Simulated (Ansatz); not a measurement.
## C5H8, SMILES C1=CCCC1: a comparison of dispersion corrections, step by step

Computed with Ansatz 0.2.0 through its Python package.

Input file `c5h8.xyz`:
```text
13

C    -0.72160    1.03560    0.24600
C    -0.72150    0.09450    1.13750
C     0.21020   -0.97080    0.72520
C     0.60670   -0.62990   -0.72810
C     0.14940    0.81890   -0.93270
H    -1.37630    1.98700    0.32710
H    -1.24900    0.08560    2.06860
H    -0.15530   -1.95320    0.83170
H     1.15270   -0.90100    1.39370
H     1.57980   -0.82860   -0.96730
H    -0.09530   -1.27220   -1.35480
H    -0.33160    0.98950   -1.85950
H     0.97220    1.50980   -0.87250
```

The cells in order, each with its output:

**Cell 1**
```python
from dataclasses import dataclass
import warnings

import ansatz
```

**Cell 2**
```python
@dataclass
class Options:
    basis_set: str = "def2-SVP"
```

**Cell 3**
```python
cfg = Options()

warnings.simplefilter("ignore", ansatz.DeckWarning)
```

**Cell 4**
```python
c5h8 = ansatz.Crystal.molecule_from_extxyz("c5h8.xyz")

calc = c5h8.calculation().basis(gaussian=cfg.basis_set)
for name in ["revpbe", "r2scan"]:
    for correction in ("d3bj", "d4"):
        report = calc.functional(name, dispersion=correction).run().report
        print(f"{name:8s} {correction:5s} total {report['free_energy_ev']:.5f} eV, of which dispersion {1000 * report['dispersion']['energy']['ev']:.2f} meV")
```
Output:
```text
revpbe   d3bj  total -5309.80980 eV, of which dispersion -725.57 meV
revpbe   d4    total -5310.01466 eV, of which dispersion -930.43 meV
r2scan   d3bj  total -5307.31805 eV, of which dispersion -75.31 meV
r2scan   d4    total -5307.30726 eV, of which dispersion -64.52 meV
```

Caveats:
- Total energies depend on the basis set; only differences at equal settings carry meaning.
- The geometry is a force-field or estimated start, not a minimum of this method, and the basis set is short of its limit. D4 holds the three-body term, and d3bj doesn't.
- A dispersion term here runs with damping parameters fitted for another variant or functional.
- The script silences the warnings on its input, which a real study should read.
- Wall time of the script: 20 s on 1 thread of Arm Neoverse V1, on a shared host, peak memory 0.22 GiB.
